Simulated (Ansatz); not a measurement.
# Relaxing iridium (fcc)

Method: DFT, revPBE, plane waves (420 eV) with PAW, scalar-relativistic in Ansatz 0.2.0. (PAW data from PBE, frozen cores regenerated.)

k-point mesh 14×14×14, Fermi-Dirac smearing 0.05 eV, starting moments 1.00 μB. Cell and atoms relax.

Starting structure:

```
Ir
1.0
     0.00000    1.91970    1.91970
     1.91970    0.00000    1.91970
     1.91970    1.91970    0.00000
Ir
1
Cartesian
  0.0000 0.0000 0.0000
```

Problem. The pressure at the start is 12.3 GPa. By how much does the volume change?

Solution. From 14.15 to 14.63 Å³ per atom, 3.4 %. The final cell has a = 3.883 Å.

Problem. How much energy does the relaxation gain?

Solution. 17.9 meV per atom.

Path of the relaxation (the plane waves are chosen anew near the end, which can shift the energy a little):

```tsv
step	E − E(final) (meV/atom)	V (Å³/atom)	P (GPa)	max force (eV/Å)
0	17.87	14.149	12.27	0.000
1	0.51	14.692	-1.31	0.000
2	0.24	14.637	-0.09	0.000
3	0.24	14.633	0.00	0.000
4	0.00	14.633	-0.03	0.000
```

Problem. Which magnetic state does it end in?

Solution. non-magnetic.
